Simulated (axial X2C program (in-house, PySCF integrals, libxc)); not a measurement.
**BF⁺: cheaper levels and CCSD(T), with spin–orbit coupling**

Calculated with an in-house all-electron X2C program for linear molecules (integrals from PySCF). Two-component (2c) means X2C with spin–orbit coupling and atomic mean-field two-electron Coulomb and Gaunt terms. Basis: F dyall-av3z [7s6p3d2f], B dyall-v3z [7s6p2d1f] (cores contracted in-house); Gaussian nuclei, density fitting, unrestricted open shells. Masses: F 18.998 u, B 11.009 u.

State: Ω = 1/2 (⟨Sz⟩ = 0.50, ⟨Lz⟩ = 0.00 at HF); fragments F + B+.

```csv
level,Re (Å),ωe (cm⁻¹),De (eV)
PBE0,1.211,1702.4,5.58
HF,1.197,1791.2,4.16
MP2,1.218,1685.5,5.59
CCSD,1.213,1702.7,4.68
```

Correlated methods: 9 electrons correlated (number of frozen shells: F 1 s; B 1 s), 175 virtual spin orbitals or spinors in MP2, 90 natural virtuals in coupled cluster.

CCSD(T), same Hamiltonian and basis:

Re = 1.218 Å, ωe = 1677.0 cm⁻¹, De = 4.85 eV; T1 = 0.017 (Lee–Taylor normalisation).

**Question.** Give the differences from CCSD(T) in the columns below.

**Answer.** 

| level | ΔRe (Å) | Δωe (cm⁻¹) | ΔDe (eV) |
| --- | --- | --- | --- |
| PBE0 | -0.007 | 25 | 0.73 |
| HF | -0.021 | 114 | -0.69 |
| MP2 | 0.000 | 8 | 0.74 |
| CCSD | -0.005 | 26 | -0.17 |

One determinant describes the state; a PBE0 search over occupations chose it and may have missed a lower one. Dissociation energies refer to the lowest single-determinant-based atoms at the same level and basis. Density functionals use the spin component along the axis (collinear). Coupled cluster ran in a truncated set of natural virtual spinors; the MP2 energy of the rest was added. (T) has no such correction and the atoms are truncated less, which lowers De at CCSD(T) by a hundredth of an eV or more. In 2c an atomic determinant is not the ground J level, so De misses part of the atomic spin–orbit lowering. This holds for PBE0. Without a current term, density functionals place determinants with orbital angular momentum somewhat too high.
